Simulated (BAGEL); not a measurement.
# HF/3-21G (density fitting with qzvpp-jkfit) run of CH7AlN− (SMILES C[NH][AlH3-])

Aim: the energy change on altering one bond length of CH7AlN− at HF/3-21G (density fitting with qzvpp-jkfit), from 2 runs. 

The calculation is run with BAGEL 1.2.2.

4 further runs of the same task are left out: 3 that didn't finish, 1 set aside as unsound or not needed.

## (1) The system as given

CH7AlN− has 10 atoms, charge -1, and is taken as a singlet. As SMILES, `C[NH][AlH3-]`. Geometry: a GFN2-xTB relaxation, a rough one for these elements and not checked as a minimum.

Bond lengths: C1–N2 1.436 Å, N2–Al3 1.843 Å, C1–H4 1.108 Å, C1–H5 1.107 Å, C1–H6 1.090 Å, N2–H7 1.017 Å, Al3–H8 1.623 Å, Al3–H9 1.626 Å, Al3–H10 1.622 Å. Some angles: C1–N2–Al3 133.3°, C1–N2–H7 109.7°, Al3–N2–H7 117.0°, N2–C1–H4 113.3°, N2–C1–H5 113.1°, N2–C1–H6 108.0°, N2–Al3–H8 110.7°, N2–Al3–H9 106.0°, N2–Al3–H10 108.9°, H4–C1–H5 106.8°.

## (2) A single-point energy at HF/3-21G (density fitting with qzvpp-jkfit)

The input, calc.json:

```json
{ "bagel" : [

{
  "title" : "molecule",
  "basis" : "3-21g",
  "df_basis" : "qzvpp-jkfit",
  "angstrom" : "true",
  "geometry" : [
    { "atom" : "C", "xyz" : [      -0.123090,       0.632070,      -1.350150 ] },
    { "atom" : "N", "xyz" : [      -0.545150,       0.059290,      -0.102870 ] },
    { "atom" : "Al", "xyz" : [       0.365670,      -0.636120,       1.341020 ] },
    { "atom" : "H", "xyz" : [      -0.439620,       0.042860,      -2.233040 ] },
    { "atom" : "H", "xyz" : [      -0.497040,       1.662550,      -1.503560 ] },
    { "atom" : "H", "xyz" : [       0.966450,       0.671300,      -1.351810 ] },
    { "atom" : "H", "xyz" : [      -1.561440,       0.035010,      -0.063020 ] },
    { "atom" : "H", "xyz" : [       0.643850,      -2.221140,       1.133870 ] },
    { "atom" : "H", "xyz" : [      -0.587960,      -0.390840,       2.634380 ] },
    { "atom" : "H", "xyz" : [       1.778340,       0.145010,       1.495190 ] }
  ]
},

{ "title" : "hf", "charge" : -1 },

{ "title" : "print", "file" : "orbitals.molden", "orbitals" : "true" }

]}
```

Run with:

```sh
$ BAGEL_NUM_THREADS=1 BAGEL calc.json > calc.out
```

What it wrote:

```text
* using 1 threads per process

  ===============================================================
  ===============================================================

  *** Geometry ***

  { "atom" : "C", "xyz" : [     -0.232606,      1.194439,     -2.551414 ] },
  { "atom" : "N", "xyz" : [     -1.030184,      0.112042,     -0.194396 ] },
  { "atom" : "Al", "xyz" : [      0.691016,     -1.202093,      2.534161 ] },
  { "atom" : "H", "xyz" : [     -0.830761,      0.080994,     -4.219834 ] },
  { "atom" : "H", "xyz" : [     -0.939269,      3.141764,     -2.841317 ] },
  { "atom" : "H", "xyz" : [      1.826326,      1.268573,     -2.554551 ] },
  { "atom" : "H", "xyz" : [     -2.950694,      0.066159,     -0.119091 ] },
  { "atom" : "H", "xyz" : [      1.216700,     -4.197346,      2.142704 ] },
  { "atom" : "H", "xyz" : [     -1.111083,     -0.738581,      4.978257 ] },
  { "atom" : "H", "xyz" : [      3.360576,      0.274029,      2.825500 ] },

  Number of auxiliary basis functions:      406

  Since a DF basis is specified, we compute 2- and 3-index integrals:
    o Being stored without compression. Storage requirement is 0.007 GB

  Number of basis functions:       45
  Number of electrons      :       33

    * METHOD: MOLECULE                             0.09

  *** RHF ***

  === Nuclear Repulsion ===
   106.0421451361

      * DIIS with orbital gradients will be used.

  === RHF iteration (3-21g) ===
      0       -336.31217339          0.02859658           0.01
      1       -336.41125614          0.01482639           0.02
      2       -336.44475074          0.00189665           0.01
      3       -336.44550558          0.00028235           0.01
      4       -336.44552544          0.00008804           0.01
      5       -336.44552769          0.00001898           0.01
      6       -336.44552787          0.00000353           0.01
      7       -336.44552787          0.00000057           0.01
      8       -336.44552787          0.00000014           0.01
      9       -336.44552787          0.00000004           0.02
     10       -336.44552787          0.00000001           0.01
     11       -336.44552787          0.00000000           0.01
    * SCF iteration converged.

    * Permanent dipole moment:
           (    0.774442,    -0.886654,     1.881580) a.u.

    * METHOD: HF                                   0.23

    * METHOD: PRINT                                0.00

  ===============================================================
```

Run time: 0.52 s. Hardware: 1 thread of AMD EPYC 9R45 (Zen 5), shared host.

## (3) The distorted shape at the same level

The input, input.json:

```json
{ "bagel" : [

{
  "title" : "molecule",
  "basis" : "3-21g",
  "df_basis" : "qzvpp-jkfit",
  "angstrom" : true,
  "geometry" : [
    { "atom" : "C", "xyz" : [      -0.851764,       1.188412,      -2.505291 ] },
    { "atom" : "N", "xyz" : [      -1.273824,       0.615632,      -1.258011 ] },
    { "atom" : "Al", "xyz" : [       0.365670,      -0.636120,       1.341020 ] },
    { "atom" : "H", "xyz" : [      -1.168294,       0.599202,      -3.388181 ] },
    { "atom" : "H", "xyz" : [      -1.225714,       2.218892,      -2.658701 ] },
    { "atom" : "H", "xyz" : [       0.237776,       1.227642,      -2.506951 ] },
    { "atom" : "H", "xyz" : [      -2.290114,       0.591352,      -1.218161 ] },
    { "atom" : "H", "xyz" : [       0.643850,      -2.221140,       1.133870 ] },
    { "atom" : "H", "xyz" : [      -0.587960,      -0.390840,       2.634380 ] },
    { "atom" : "H", "xyz" : [       1.778340,       0.145010,       1.495190 ] }
  ]
},

{ "title" : "hf", "charge" : -1 },

{ "title" : "print", "file" : "orbitals.molden", "orbitals" : true }

]}
```

Run with:

```sh
$ BAGEL_NUM_THREADS=1 BAGEL input.json > input.out
```

What it wrote:

```text
* using 1 threads per process

  ===============================================================
  ===============================================================

  *** Geometry ***

  { "atom" : "C", "xyz" : [     -1.609601,      2.245773,     -4.734314 ] },
  { "atom" : "N", "xyz" : [     -2.407178,      1.163376,     -2.377296 ] },
  { "atom" : "Al", "xyz" : [      0.691016,     -1.202093,      2.534161 ] },
  { "atom" : "H", "xyz" : [     -2.207756,      1.132328,     -6.402734 ] },
  { "atom" : "H", "xyz" : [     -2.316264,      4.193098,     -5.024217 ] },
  { "atom" : "H", "xyz" : [      0.449332,      2.319907,     -4.737451 ] },
  { "atom" : "H", "xyz" : [     -4.327688,      1.117493,     -2.301991 ] },
  { "atom" : "H", "xyz" : [      1.216700,     -4.197346,      2.142704 ] },
  { "atom" : "H", "xyz" : [     -1.111083,     -0.738581,      4.978257 ] },
  { "atom" : "H", "xyz" : [      3.360576,      0.274029,      2.825500 ] },

  Number of auxiliary basis functions:      406

  Since a DF basis is specified, we compute 2- and 3-index integrals:
    o Being stored without compression. Storage requirement is 0.007 GB

  Number of basis functions:       45
  Number of electrons      :       33

    * METHOD: MOLECULE                             0.09

  *** RHF ***

  === Nuclear Repulsion ===
    85.0728135853

      * DIIS with orbital gradients will be used.

  === RHF iteration (3-21g) ===
      0       -336.12862592          0.03132556           0.01
      1       -336.22820166          0.02104839           0.01
      2       -336.30563104          0.00239102           0.01
      3       -336.30708545          0.00042970           0.01
      4       -336.30715593          0.00014351           0.01
      5       -336.30716680          0.00003504           0.01
      6       -336.30716805          0.00001127           0.01
      7       -336.30716819          0.00000384           0.01
      8       -336.30716821          0.00000185           0.01
      9       -336.30716821          0.00000079           0.01
     10       -336.30716821          0.00000042           0.01
     11       -336.30716821          0.00000020           0.01
     12       -336.30716821          0.00000007           0.01
     13       -336.30716821          0.00000002           0.01
     14       -336.30716821          0.00000001           0.01
    * SCF iteration converged.

    * Permanent dipole moment:
           (   -0.013545,    -0.129916,     0.351255) a.u.

    * METHOD: HF                                   0.27

    * METHOD: PRINT                                0.00

  ===============================================================
```

Wall time 0.56 s (1 thread of AMD EPYC 9R45 (Zen 5), shared host).

## (4) Summary of results

At HF/3-21G (density fitting with qzvpp-jkfit):

| quantity | value |
| --- | --- |
| first shape: total energy | -336.44553 Eh |
| first shape: HOMO energy | -3.54 eV |
| first shape: LUMO energy | 9.27 eV |
| first shape: HOMO–LUMO gap (to an unbound level, set by the basis) | 12.81 eV |
| distorted shape: total energy | -336.30717 Eh |
| distorted shape: HOMO energy | -1.93 eV |
| distorted shape: LUMO energy | 6.19 eV |
| distorted shape: HOMO–LUMO gap (to an unbound level, set by the basis) | 8.13 eV |
| energy change with the N2–Al3 bond stretched from 1.843 to 3.318 Å | 3.765 eV |

**Reading.** With the N2–Al3 bond stretched from 1.843 to 3.318 Å the energy rises by 3.76 eV (363 kJ/mol). The first shape isn't relaxed at this level, so the change isn't measured from a minimum.
